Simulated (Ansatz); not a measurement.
Basis-set extrapolation for C$_{5}$H$_{11}$Cl (`CC(C)C(C)Cl`) (PBE0-D4/def2-TZVP geometry, frozen core, Ansatz). Multiplicity 1, RHF reference.

```csv
,def2-TZVPP,def2-QZVPP
HF,-655.338077,-655.360022
MP2 correlation,-1.077288,-1.151850
CCSD(T) correlation,-1.192668,not run
```

Energies in hartree. Use E(X) = E(∞) + A·exp(−7.88·√X) for Hartree–Fock and E(X) = E(∞) + B·X^(−2.97) for correlation, with X = 3 and 4, and add CCSD(T) minus MP2 of the smaller set to the MP2 limit.

Q: What is the CCSD(T) energy at the basis-set limit?

A: HF limit: -655.360022 + (-0.021945) × 0.13774 = -655.36304. MP2 limit: -1.151850 + (-0.074562) × 0.74074 = -1.20708. Higher-order term: -1.192668 − (-1.077288) = -0.11538. Total: -656.68550 hartree, 406.3 kJ/mol below CCSD(T)/def2-TZVPP.
